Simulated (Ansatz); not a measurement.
Saddle point of CH₅AlO, singlet (CH₅AlO ([CH3][AlH][OH]) → AlHO ([OH][Al]) + CH₄; bonds formed: C2–H3; bonds broken: Al1–C2, Al1–H3), PBE0-D4/def2-TZVP structure:

```xyz
8
angstrom
Al -1.1939 0.7574 0.1413
C 0.8326 0.0722 -0.3925
H -0.1018 1.5162 -0.6990
O -1.7410 -0.5831 1.0330
H 1.2080 -0.1140 0.6228
H 0.5516 -0.8627 -0.8964
H 1.6177 0.5591 -0.9719
H -1.1734 -1.3452 1.1626
```

Energies are electronic, without zero-point energy. Barriers and step energies count from the start structure reached by relaxing down the imaginary mode; all methods use the PBE0-D4 structures, on which another method's saddle can fall below an end. Ansatz 0.2.0; basis: def2-TZVPP, with def2-QZVPP for the basis limit; cores frozen in the correlated methods. B3LYP uses VWN-RPA correlation. Extrapolation: Hartree–Fock as exp(−7.88 √X), correlation as X^−2.97.

```csv
method,barrier (kJ/mol),step energy (kJ/mol)
SPW92,?,54.9
PBE-D4,303.5,41.3
BLYP-D4,?,29.8
r2SCAN-D4,326.7,62.0
B97M-V,337.6,56.4
PBE0-D4,333.4,49.0
B3LYP-D4,336.1,37.8
r2SCAN0-D4,347.4,61.8
BHLYP-D4,370.2,45.0
CAM-B3LYP-D4,356.2,45.3
wB97X-V,?,57.0
wB97M-V,352.4,41.6
B2PLYP,346.4,44.4
PBE-QIDH,357.4,58.7
RPA on PBE,332.9,36.1
HF,419.5,40.3
MP2,356.9,56.9
CCSD,358.9,44.3
CCSD(T),344.9,46.0
```

Task: Fill in the withheld barriers. (An estimate is asked for; the value comes from the calculation.)

Result: Computed: SPW92 292.9; wB97X-V 364.1; BLYP-D4 311.7 kJ/mol. Each is the energy of the saddle less that of the start structure, by the same method.

For comparison, the barrier by CCSD(T) at an estimated basis limit (MP2 extrapolated from triple and quadruple zeta, plus CCSD(T) − MP2 in triple zeta) is 344.0 kJ/mol.

No T1 diagnostic of these runs exceeds 0.019. The restricted Hartree–Fock reference is unstable towards an unrestricted one at one or more of these structures. A large double-excitation amplitude points to some diradical character; no triplet was computed. The start structure is not quite a true minimum (one mode of 28i cm⁻¹).

Labels in which every atom is bracketed show which atoms are joined, not bond orders.

For scale, one of the runs: CCSD(T)/def2-TZVPP, 174 basis functions, launched by `ansatz run in.yaml --threads 2 --pin off --events-out ev --progress --plain --max-ram 4352MiB`. The run took 26 s on 2 CPU threads of an Arm Neoverse V1 (shared host), with 1.5 GiB of host memory at its peak.
